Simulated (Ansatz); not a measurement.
Write a Python script for the Ansatz DFT code, driven from Python that makes a geometry optimisation of C3H5FO2, SMILES CO[C@@H]1O[C@H]1F. Level of theory: r2SCAN, def2-SVP basis, multiplicity 1.

```xyz
11

C    -1.8104    0.1644    0.1190
O    -0.5226    0.5026    0.6158
C     0.5246    0.1813   -0.3217
O     0.9113   -1.2010   -0.3775
C     1.8144   -0.3027    0.2665
F     2.9852    0.0026   -0.4039
H    -2.5561    0.4564    0.8631
H    -1.8831   -0.9146   -0.0472
H    -2.0120    0.7030   -0.8119
H     0.5906    0.7599   -1.2363
H     1.9581   -0.3518    1.3340
```

The script, `run_opt.py`:
```python
# -*- coding: utf-8 -*-
"""Relax the C3H5FO2 molecule."""

import itertools

import ansatz as az
from ase.data import atomic_numbers, covalent_radii
import numpy as np


def main():
    mol = (
        az.Crystal.molecule()
        .atom("C", (-1.8104, 0.1644, 0.119))
        .atom("O", (-0.5226, 0.5026, 0.6158))
        .atom("C", (0.5246, 0.1813, -0.3217))
        .atom("O", (0.9113, -1.201, -0.3775))
        .atom("C", (1.8144, -0.3027, 0.2665))
        .atom("F", (2.9852, 0.0026, -0.4039))
        .atom("H", (-2.5561, 0.4564, 0.8631))
        .atom("H", (-1.8831, -0.9146, -0.0472))
        .atom("H", (-2.012, 0.703, -0.8119))
        .atom("H", (0.5906, 0.7599, -1.2363))
        .atom("H", (1.9581, -0.3518, 1.334))
    )

    job = (
        mol.calculation()
        .basis(gaussian="def2-SVP")
        .functional("r2SCAN")
    )
    symbols = [site.symbol for site in mol.cartesian_sites]
    start = np.array([site.position_ang for site in mol.cartesian_sites], dtype=float)
    def progress(event):
        if event["event"] == "relax_step":
            row = event["data"]
            print(f"step {row['step']:3d}  E = {row['lagrangian_ev']:.6f} eV  largest force component {row['allowed_force_max_ev_ang']:.4f} eV/A")


    r = job.relax(force_tolerance=0.01).session().plan().execute(on_event=progress).report
    end = np.array(r["positions_ang"])

    print("reference energy %16.6f eV" % r["reference_energy_ev"])
    print("total energy     %16.6f eV" % r["free_energy_ev"])
    print("occupied orbitals outside the frozen core (up, down):", r["n_occupied"], " frozen:", r["n_frozen"], " virtual:", r["n_virtual"])

    # pairs closer than 1.2 times the sum of covalent radii, before or after
    radius = [covalent_radii[atomic_numbers[s]] for s in symbols]
    span = lambda where, i, j: np.linalg.norm(where[i] - where[j])
    bonded = [(i, j) for i, j in itertools.combinations(range(len(symbols)), 2) if min(span(start, i, j), span(end, i, j)) < 1.2 * (radius[i] + radius[j])]
    print("pair        before    after (A)")
    for i, j in bonded:
        print(f"{symbols[i]}{i}-{symbols[j]}{j}".ljust(10), f"{span(start, i, j):8.4f} {span(end, i, j):8.4f}")
    for first, second in list(itertools.combinations(bonded, 2)):
        shared = set(first) & set(second)
        if shared and symbols[(j := shared.pop())] != "H":
            i, k = sorted((set(first) | set(second)) - {j})
            u, v = end[i] - end[j], end[k] - end[j]
            angle = np.degrees(np.arccos(np.clip(u @ v / np.linalg.norm(u) / np.linalg.norm(v), -1, 1)))
            print(f"final angle {symbols[i]}{i}-{symbols[j]}{j}-{symbols[k]}{k}: {angle:.2f} deg")

    charges = r["charge_distribution"]
    print("dipole moment", round(4.803205 * float(np.linalg.norm(charges["dipole_moment_e_ang"])), 3), "D")
    print("Mulliken:", [(s, round(q, 3)) for s, q in zip(symbols, charges["mulliken_charges_e"])])


if __name__ == "__main__":
    main()
```

`python run_opt.py` gives:
```text
step   1  E = -9988.857854 eV  largest force component 3.0270 eV/A
step   2  E = -9989.085724 eV  largest force component 1.1250 eV/A
step   3  E = -9989.126943 eV  largest force component 0.2867 eV/A
step   4  E = -9989.130784 eV  largest force component 0.1619 eV/A
step   5  E = -9989.132196 eV  largest force component 0.0496 eV/A
step   6  E = -9989.132504 eV  largest force component 0.0409 eV/A
step   7  E = -9989.132567 eV  largest force component 0.0206 eV/A
step   8  E = -9989.132606 eV  largest force component 0.0064 eV/A
reference energy     -9989.132614 eV
total energy         -9989.132614 eV
occupied orbitals outside the frozen core (up, down): [24, 24]  frozen: 0  virtual: [85, 85]
pair        before    after (A)
C0-O1        1.4211   1.4197
C0-H6        1.0932   1.0974
C0-H7        1.0941   1.1037
C0-H8        1.0942   1.1060
O1-C2        1.4418   1.3586
C2-O3        1.4365   1.4482
C2-C4        1.4979   1.4526
C2-H9        1.0843   1.1031
O3-C4        1.4273   1.3871
C4-F5        1.3833   1.3538
C4-H10       1.0782   1.0990
final angle O1-C0-H6: 107.16 deg
final angle O1-C0-H7: 110.95 deg
final angle O1-C0-H8: 111.16 deg
final angle C0-O1-C2: 113.12 deg
final angle H6-C0-H7: 109.39 deg
final angle H6-C0-H8: 109.10 deg
final angle H7-C0-H8: 109.04 deg
final angle O1-C2-O3: 116.95 deg
final angle O1-C2-C4: 119.30 deg
final angle O1-C2-H9: 116.40 deg
final angle O3-C2-C4: 57.13 deg
final angle O3-C2-H9: 112.93 deg
final angle C2-O3-C4: 61.59 deg
final angle C4-C2-H9: 119.96 deg
final angle C2-C4-O3: 61.28 deg
final angle C2-C4-F5: 119.66 deg
final angle C2-C4-H10: 122.56 deg
final angle O3-C4-F5: 115.38 deg
final angle O3-C4-H10: 117.46 deg
final angle F5-C4-H10: 111.43 deg
dipole moment 2.163 D
Mulliken: [('C', 0.127), ('O', -0.357), ('C', 0.212), ('O', -0.326), ('C', 0.325), ('F', -0.222), ('H', 0.058), ('H', 0.051), ('H', 0.031), ('H', 0.05), ('H', 0.05)]
```

Notes:
- Total energies depend on the basis set; only differences at equal settings carry meaning.
- The end point is the stationary point reached from this start; no frequency run checks that it is a minimum, and the basis set is modest.
- Timing: 64 s on 1 thread of Arm Neoverse V1, on a shared host, peak memory 0.23 GiB.
